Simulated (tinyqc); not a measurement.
Worked calculation: coupled-perturbed Hartree-Fock on RHF in the sto-3g basis, for H2O, spin multiplicity 1. One step of it, computed by the program tinyqc.

Problem. Coupled step 1. U_ai = -(mu_ai + sum_bj [4 (ai|bj) - (ab|ij) - (aj|bi)] U_bj) / (e_a - e_i); alpha = -4 sum U_ai mu_ai.

uncoupled U:
```
,i1,i2,i3,i4,i5
a6,-0.000286,-0.000830,-0.817292,0.127126,0.000000
a7,-0.002559,0.038465,0.099428,0.755094,0.000000
```

dipole integrals <a|y|i> (bohr):
```
,i1,i2,i3,i4,i5
a6,0.005947,0.001414,0.838200,-0.119401,0.000000
a7,0.053344,-0.068745,-0.110330,-0.772692,0.000000
```

orbital energies (hartree): MO1 -20.270633, MO2 -1.215237, MO3 -0.537686, MO4 -0.451341, MO5 -0.391948, MO6 0.487896, MO7 0.571965

Two-electron integrals over orbitals (pq|rs), unique and non-zero (hartree):
```
p,q,r,s,(pq|rs)
1,1,1,1,4.746760
2,1,1,1,-0.427789
2,1,2,1,0.060973
2,2,1,1,1.018761
2,2,2,1,-0.015011
2,2,2,2,0.724862
3,1,1,1,0.008921
3,1,2,1,-0.001127
3,1,2,2,0.000819
3,1,3,1,0.011014
3,2,1,1,-0.006110
3,2,2,1,0.000488
3,2,2,2,0.001330
3,2,3,1,0.017200
3,2,3,2,0.131033
3,3,1,1,0.771985
3,3,2,1,-0.004808
3,3,2,2,0.620868
3,3,3,1,-0.000199
3,3,3,2,0.000120
3,3,3,3,0.599298
4,1,1,1,0.171434
4,1,2,1,-0.022486
4,1,2,2,0.012974
4,1,3,1,0.000654
4,1,3,2,0.000050
4,1,3,3,0.005780
4,1,4,1,0.024256
4,2,1,1,-0.151259
4,2,2,1,0.008354
4,2,2,2,-0.022578
4,2,3,1,0.000013
4,2,3,2,0.000990
4,2,3,3,0.003243
4,2,4,1,0.017503
4,2,4,2,0.129074
4,3,1,1,0.008959
4,3,2,1,-0.000324
4,3,2,2,0.003541
4,3,3,1,-0.002939
4,3,3,2,0.025597
4,3,3,3,0.003078
4,3,4,1,-0.000490
4,3,4,2,-0.004798
4,3,4,3,0.056136
4,4,1,1,0.926499
4,4,2,1,-0.011260
4,4,2,2,0.656415
4,4,3,1,-0.000030
4,4,3,2,-0.005109
4,4,3,3,0.568448
4,4,4,1,-0.008416
4,4,4,2,-0.091854
4,4,4,3,0.002655
4,4,4,4,0.696726
5,1,5,1,0.025965
5,2,5,1,0.033141
5,2,5,2,0.149797
5,3,5,1,-0.000655
5,3,5,2,-0.002351
5,3,5,3,0.026995
5,4,5,1,-0.012375
5,4,5,2,-0.045621
5,4,5,3,0.001225
5,4,5,4,0.048894
5,5,1,1,1.115358
5,5,2,1,-0.012097
5,5,2,2,0.753745
5,5,3,1,0.000251
5,5,3,2,-0.003171
5,5,3,3,0.607148
5,5,4,1,0.004835
5,5,4,2,-0.081936
5,5,4,3,0.005097
5,5,4,4,0.686910
5,5,5,5,0.880159
6,1,1,1,0.193417
6,1,2,1,-0.029550
6,1,2,2,0.001313
6,1,3,1,0.001699
6,1,3,2,0.001623
6,1,3,3,-0.000869
6,1,4,1,-0.002886
6,1,4,2,-0.021057
6,1,4,3,0.000292
6,1,4,4,0.015969
6,1,5,5,0.005222
6,1,6,1,0.026417
6,2,1,1,-0.264671
6,2,2,1,0.005809
6,2,2,2,-0.131613
6,2,3,1,0.001013
6,2,3,2,0.006027
6,2,3,3,-0.069506
6,2,4,1,-0.018493
6,2,4,2,-0.031281
6,2,4,3,-0.003147
6,2,4,4,-0.059532
6,2,5,5,-0.140036
6,2,6,1,0.011044
6,2,6,2,0.095883
6,3,1,1,0.035493
6,3,2,1,-0.000716
6,3,2,2,0.016629
6,3,3,1,-0.002952
6,3,3,2,0.031646
6,3,3,3,0.011180
6,3,4,1,0.000211
6,3,4,2,-0.007813
6,3,4,3,0.035585
6,3,4,4,0.009752
6,3,5,5,0.019822
6,3,6,1,0.000082
6,3,6,2,-0.009496
6,3,6,3,0.070322
6,4,1,1,-0.272160
6,4,2,1,0.003682
6,4,2,2,-0.125783
6,4,3,1,-0.000884
6,4,3,2,-0.006998
6,4,3,3,-0.050891
6,4,4,1,-0.000288
6,4,4,2,0.055064
6,4,4,3,-0.006615
6,4,4,4,-0.131551
6,4,5,5,-0.150741
6,4,6,1,-0.002815
6,4,6,2,0.056887
6,4,6,3,-0.017331
6,4,6,4,0.101434
6,5,5,1,-0.012808
6,5,5,2,-0.050184
6,5,5,3,0.002904
6,5,5,4,-0.005514
6,5,6,5,0.034619
6,6,1,1,0.797502
6,6,2,1,-0.007609
6,6,2,2,0.601469
6,6,3,1,-0.001003
6,6,3,2,-0.016797
6,6,3,3,0.554148
6,6,4,1,0.017753
6,6,4,2,0.045500
6,6,4,3,-0.013143
6,6,4,4,0.550448
6,6,5,5,0.585364
6,6,6,1,-0.009272
6,6,6,2,-0.094757
6,6,6,3,-0.008522
6,6,6,4,-0.052709
6,6,6,6,0.593224
7,1,1,1,-0.024421
7,1,2,1,0.003815
7,1,2,2,0.000101
7,1,3,1,0.014240
7,1,3,2,0.021376
7,1,3,3,-0.000491
7,1,4,1,-0.000247
7,1,4,2,0.001757
7,1,4,3,-0.003946
7,1,4,4,-0.001626
7,1,5,5,-0.000645
7,1,6,1,-0.001084
7,1,6,2,0.000911
7,1,6,3,-0.003380
7,1,6,4,-0.000798
7,1,6,6,-0.001126
7,1,7,1,0.018943
7,2,1,1,0.034435
7,2,2,1,-0.000700
7,2,2,2,0.017010
7,2,3,1,0.014696
7,2,3,2,0.052125
7,2,3,3,0.005787
7,2,4,1,0.001625
7,2,4,2,0.000532
7,2,4,3,-0.032421
7,2,4,4,0.010306
7,2,5,5,0.017936
7,2,6,1,0.000937
7,2,6,2,-0.003911
7,2,6,3,-0.029789
7,2,6,4,-0.008227
7,2,6,6,0.012396
7,2,7,1,0.018306
7,2,7,2,0.067325
7,3,1,1,0.366660
7,3,2,1,-0.007008
7,3,2,2,0.158778
7,3,3,1,0.000009
7,3,3,2,-0.009355
7,3,3,3,0.088816
7,3,4,1,-0.000361
7,3,4,2,-0.081148
7,3,4,3,-0.000822
7,3,4,4,0.137302
7,3,5,5,0.199829
7,3,6,1,0.005884
7,3,6,2,-0.066407
7,3,6,3,0.006850
7,3,6,4,-0.101994
7,3,6,6,0.047617
7,3,7,1,-0.000789
7,3,7,2,0.011570
7,3,7,3,0.161348
7,4,1,1,0.017131
7,4,2,1,-0.000219
7,4,2,2,0.006663
7,4,3,1,-0.008545
7,4,3,2,-0.074090
7,4,3,3,0.002840
7,4,4,1,0.000364
7,4,4,2,-0.001051
7,4,4,3,-0.013506
7,4,4,4,0.010393
7,4,5,5,0.009212
7,4,6,1,-0.001198
7,4,6,2,-0.006563
7,4,6,3,-0.051279
7,4,6,4,0.002466
7,4,6,6,0.017557
7,4,7,1,-0.011112
7,4,7,2,-0.015336
7,4,7,3,0.013845
7,4,7,4,0.072478
7,5,5,1,0.001609
7,5,5,2,0.006344
7,5,5,3,0.023589
7,5,5,4,-0.000369
7,5,6,5,-0.001257
7,5,7,5,0.024517
7,6,1,1,0.001349
7,6,2,1,-0.000105
7,6,2,2,-0.002028
7,6,3,1,-0.007304
7,6,3,2,-0.082001
7,6,3,3,0.000372
7,6,4,1,-0.001430
7,6,4,2,-0.004946
7,6,4,3,-0.059576
7,6,4,4,0.006298
7,6,5,5,0.001020
7,6,6,1,0.000396
7,6,6,2,0.004154
7,6,6,3,-0.058740
7,6,6,4,0.009655
7,6,6,6,0.018951
7,6,7,1,-0.009340
7,6,7,2,0.006331
7,6,7,3,0.012608
7,6,7,4,0.059006
7,6,7,6,0.105312
7,7,1,1,0.826707
7,7,2,1,-0.008539
7,7,2,2,0.605833
7,7,3,1,0.002018
7,7,3,2,0.019067
7,7,3,3,0.584131
7,7,4,1,0.004072
7,7,4,2,-0.014912
7,7,4,3,0.014131
7,7,4,4,0.573712
7,7,5,5,0.603838
7,7,6,1,0.003335
7,7,6,2,-0.059917
7,7,6,3,0.022675
7,7,6,4,-0.050420
7,7,6,6,0.548588
7,7,7,1,0.001903
7,7,7,2,0.006584
7,7,7,3,0.085428
7,7,7,4,-0.011647
7,7,7,6,-0.020133
7,7,7,7,0.597523
```

Give: U after step 1; polarisability.

Solution.

U after step 1:
```
,i1,i2,i3,i4,i5
a6,-0.0002,-0.0009,-1.0570,0.1582,0.0000
a7,-0.0019,0.0744,0.1380,0.9815,0.0000
```

polarisability = 6.7347 bohr^3
